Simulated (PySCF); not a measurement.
First SCF of a structure search on doublet S₄⁺, at a hand-made square geometry. PySCF input:

```python
from pyscf import gto, scf, dft
mol = gto.M(atom='''
S      1.030000     1.030000     0.000000
S     -1.030000     1.030000     0.000000
S     -1.030000    -1.030000     0.000000
S      1.030000    -1.030000     0.000000''',
    basis={'S': 'def2-TZVP'},
    charge=1, spin=1)
mf = dft.UKS(mol, xc='PBE0')
mf.grids.atom_grid = (50, 194)
aux = {'S': 'def2-universal-JKFIT'}
mf = mf.density_fit(auxbasis=aux)
mf.conv_tol = 1e-08
mf.diis_space = 10
mf.max_cycle = 60
mf.init_guess = 'minao'
mf.verbose = 4
mf.kernel()
```

Excerpt of the output (cycles alone):

```
init E= -1592.96137686259
cycle= 1 E= -1591.92097569836  delta_E= 1.04  |g|= 0.255  |ddm|= 1.63
cycle= 2 E= -1591.92789323591  delta_E= -0.00692  |g|= 0.236  |ddm|= 0.477
cycle= 3 E= -1591.95380605506  delta_E= -0.0259  |g|= 0.0389  |ddm|= 0.203
cycle= 4 E= -1591.95449048569  delta_E= -0.000684  |g|= 0.00609  |ddm|= 0.0309
cycle= 5 E= -1591.95451175089  delta_E= -2.13e-05  |g|= 0.00132  |ddm|= 0.00641
cycle= 6 E= -1591.95451349878  delta_E= -1.75e-06  |g|= 0.000251  |ddm|= 0.00207
cycle= 7 E= -1591.95451360081  delta_E= -1.02e-07  |g|= 4.42e-05  |ddm|= 0.00054
cycle= 8 E= -1591.9545136051  delta_E= -4.29e-09  |g|= 1.17e-05  |ddm|= 0.000118
Extra cycle  E= -1591.95451360539  delta_E= -2.84e-10  |g|= 5.62e-06  |ddm|= 2.54e-05
converged SCF energy = -1591.95451360539  <S^2> = 0.75476229  2S+1 = 2.0047566
```

No lower solution of this spin was found from smeared starts or by a stability analysis within the unrestricted form.

The search for the lowest solution, 3 starts and the stability check together, took 20 s on 4 threads of a shared Arm Neoverse V1 host, with 148 basis functions; the process peaked at 0.63 GiB.
